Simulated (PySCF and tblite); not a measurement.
Values are calculated unless marked as measured or tabulated.
Acetonitrile, C2H3N, numbered as in [CH3:1][C:2]#[N:3].

Classical Langevin dynamics with GFN2-xTB (tblite), gas phase: time step 1.5 fs, H mass 4 u, friction 0.005 fs⁻¹, 400 steps to settle and 8000 to sample, one trajectory a temperature from the lowest conformer.

GIAO shieldings at B3LYP/pcSseg-1 (PySCF) on 20 frames a temperature; like atoms are averaged, and of two unlike H on one atom a is the less shielded at the minimum.

Q: How far do thermal motions move the shieldings from their values at the minimum?

A: 
```
signal  σ at minimum (ppm)     Δσ, 300 K     Δσ, 500 K     Δσ, 800 K
    C1               181.8    -0.2 ± 0.8    -2.6 ± 0.8    -3.3 ± 1.2
    C2                63.7     0.3 ± 0.8    -1.5 ± 0.7     0.1 ± 0.9
    N3               -35.2    -2.2 ± 1.9    -7.9 ± 2.0    -6.5 ± 3.1
    H1               29.91  -0.15 ± 0.12  -0.40 ± 0.12  -0.79 ± 0.14
```

Errors are standard errors over frames. Zero-point motion is missing, and a reference compound would move too.

Q: What do the single frames at 500 K give for C2?

A: 
```csv
t (fs),"V above the minimum, tight binding (kcal/mol)","E above it, DFT (kcal/mol)",torsions (°),σ (ppm)
900,3.1,3.0,none,60.9
1500,5.7,4.5,none,64.9
2100,7.9,7.5,none,64.2
2700,6.2,5.0,none,58.6
3300,3.3,3.0,none,58.1
3900,5.7,5.2,none,61.2
4500,5.0,5.4,none,63.1
5100,3.4,4.4,none,66.7
5700,10.3,8.2,none,61.6
6300,4.2,2.8,none,59.1
6900,6.5,6.1,none,57.0
7500,8.8,10.8,none,61.0
8100,4.4,3.7,none,56.8
8700,2.2,2.2,none,63.7
9300,5.9,6.8,none,60.7
9900,7.5,8.0,none,66.1
10500,6.0,5.9,none,66.9
11100,3.6,4.1,none,65.4
11700,8.2,8.4,none,67.2
12300,4.6,4.1,none,60.6
```

Q: How does the lowest singlet excitation (PBE0/def2-SVPD) spread?

A: 8.00 eV at the minimum; 7.89 eV with a spread of 0.27 eV at 300 K; 7.72 eV with a spread of 0.23 eV at 500 K; 7.68 eV with a spread of 0.36 eV at 800 K.

Changes within two standard errors are not significant.

The study took 4.3 min on 1 thread of Intel Xeon @ 2.80GHz, shared host (rough), peak memory 0.37 GiB, launched as `OMP_NUM_THREADS=1 python ens_run.py task.json out`.
